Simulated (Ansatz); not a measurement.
# CH3NOS: the cost of one run

Program: Ansatz 0.2.0. Level of theory: UKS revPBE/6-31G. These are calculated values, not measurements.

### 1 The system as given

Bond lengths: N1–C2 1.245 Å, C2–S3 1.766 Å, S3–O4 1.659 Å, N1–H5 1.019 Å, C2–H6 1.081 Å, O4–H7 0.963 Å. Angles: N1–C2–S3 128.0°, N1–C2–H6 120.8°, S3–C2–H6 111.2°, C2–N1–H5 115.6°, C2–S3–O4 99.8°, S3–O4–H7 109.9°.

As a file:

```xyz
7

N    -1.2548    0.6602   -0.3598
C    -0.2809    0.9233    0.3692
S     1.2341    0.0295    0.5250
O     0.9433   -1.2076   -0.5416
H    -1.1558   -0.1684   -0.9441
H    -0.2888    1.7927    1.0107
H     0.8030   -2.0296   -0.0595
```

### 2 Relaxing end A

input.yaml reads:

```yaml
crystal:
  periodic: [false, false, false]
  atoms:
    - { symbol: "N", position_ang: [-1.25476, 0.66016, -0.35976] }
    - { symbol: C, position_ang: [-0.28095, 0.92328, 0.36916] }
    - { symbol: S, position_ang: [1.23407, 0.02955, 0.52503] }
    - { symbol: O, position_ang: [0.9433, -1.2076, -0.54157] }
    - { symbol: H, position_ang: [-1.15581, -0.16845, -0.9441] }
    - { symbol: H, position_ang: [-0.28881, 1.79269, 1.01072] }
    - { symbol: H, position_ang: [0.80295, -2.02963, -0.05949] }
magnetization:
  spin_polarized: true
basis:
  gaussian: { orbitals: "6-31G" }
hamiltonian:
  xc: revpbe
relax:
  f_tol: 0.02
  max_steps: 50
```

Run with:

```bash
$ ansatz run input.yaml --threads 1 --pin off --max-ram 2048MiB --backend cpu --events-out ev --progress --plain --runs-dir out
```

**Question.** How long does this run take on 1 thread of an Arm CPU, shared host, and how much memory does it need?

About 26 s, with a peak of 0.15 GiB.
